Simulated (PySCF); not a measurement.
Mayer bond orders and bond lengths

C3H4NO2 (charge -1).
SMILES with atom numbers: `[H]/[N:1]=[CH:2]/[CH2:3][C:4](=[O:5])[O-:6]` (hydrogens: H7 on N1; H8 on C2; H9, H10 on C3)

Structure used (PBE0-D3(BJ)/def2-SVP), in Å, numbered top down from 1:
```
atom  x, y, z in Å
N1     1.8385    0.1727    0.7094
C2     0.8912    0.0918   -0.1471
C3    -0.3689   -0.6508    0.0614
C4    -1.6396    0.1943   -0.3856
O5    -1.4541    0.8991   -1.3957
O6    -2.6534    0.0135    0.3003
H7     2.5670    0.7867    0.3272
H8     0.8989    0.6219   -1.1200
H9    -0.4596   -1.0135    1.0956
H10   -0.3750   -1.5240   -0.6184
```

Bond orders from the PBE0/pcSseg-1 density (PySCF). The structure is a single PBE0-D3(BJ)/def2-SVP conformer in the gas phase; no vibrational or solvent corrections. The pcSseg-1 basis has no diffuse functions, a weakness for an anion.

Question: How far do the computed orders between heavy atoms stray from the drawn ones?

Answer: The largest departure is 0.775, at C4–O6 (drawn single, 1.775). Drawn single, order above 1.12: C4–O6 (1.775). Drawn single, order below 0.88: C3–C4 (0.859). The SMILES, with its formal charges, is one Lewis structure only.

Question: Set the Mayer orders of the bonds between heavy atoms beside their lengths.

Answer: 
| bond | drawn as | length (Å) | Mayer order |
| --- | --- | --- | --- |
| N1–C2 | double | 1.280 | 1.961 |
| C2–C3 | single | 1.477 | 1.021 |
| C3–C4 | single | 1.590 | 0.859 |
| C4–O5 | double | 1.246 | 1.729 |
| C4–O6 | single | 1.237 | 1.775 |

By pair of heavy elements: C–C: lowest C3–C4 (0.859, 1.590 Å), highest C2–C3 (1.021, 1.477 Å). C–O: lowest C4–O5 (1.729, 1.246 Å), highest C4–O6 (1.775, 1.237 Å).

Question: And the bonds to hydrogen?

Answer: H–N: 0.95 (1 bond); C–H: 0.93 to 0.95 (3 bonds).

Question: Sum the orders of all bonds at each heavy atom with more than one neighbour and set the sums beside the valence in the SMILES.

Answer: N1 2.909 (drawn 3), C2 3.907 (drawn 4), C3 3.764 (drawn 4), C4 4.363 (drawn 4). Orders between atoms that aren't bonded are not in these sums.

Mayer orders depend on the basis set.
